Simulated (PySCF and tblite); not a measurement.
Results of a calculation; reference values are marked as such.
## Barrier and rate of a rearrangement

System: C₃H₄N₂O, numbered as in [OH:1][c:2]1[cH:3][n:4][nH:5][cH:6]1.

Motion: shift of H on N5 from N5 to N4. Level: PBE0/pcSseg-1 + D3(BJ) on B3LYP-D3(BJ)/def2-SVP stationary points, with GFN2-xTB thermal terms. Rates follow Eyring's equation with the number of equivalent paths and no tunnelling. (PySCF 2.14 with density fitting, tblite 0.8.)

```
 point  symmetry  E(GFN2) kcal/mol  E(DFT) kcal/mol  ZPE change kcal/mol  lowest mode cm⁻¹  dipole D
 start        Cs               0.0              0.0                 0.00               316      0.82
saddle        C1              45.1             48.5                -3.95             1581i      2.95
   end        Cs               0.5              0.6                -0.05               315      3.62
```

| Quantity | Value |
| --- | --- |
| Electronic barrier | 48.5 kcal/mol |
| Barrier with zero-point energy | 44.6 kcal/mol |
| ΔH‡ (298 K) | 44.5 kcal/mol |
| ΔS‡ (298 K, symmetry apart) | -0.4 cal/(mol K) |
| Paths | 2 equivalent paths |
| End point | a different minimum |
| Cost | 2.6 min on 1 thread of Arm Neoverse N1, on a host shared with other jobs (rough), peak memory 0.56 GiB, launched as `OMP_NUM_THREADS=1 python ens_run.py task.json out` |

```csv
T/K,ΔG‡ kcal/mol,k s⁻¹,ΔG kcal/mol,k back s⁻¹
400,44.7,6.5×10⁻¹²,0.6,1.3×10⁻¹¹
500,44.7,5.8×10⁻⁷,0.5,1×10⁻⁶
```

ΔG and ΔG‡ leave out symmetry numbers and mirror images; rates count paths: 2 out, 2 back.

Tunnelling of the moving H, left out here, will speed the real process. In real samples such hydrogens mostly exchange between molecules or through solvent, far faster than by this path.
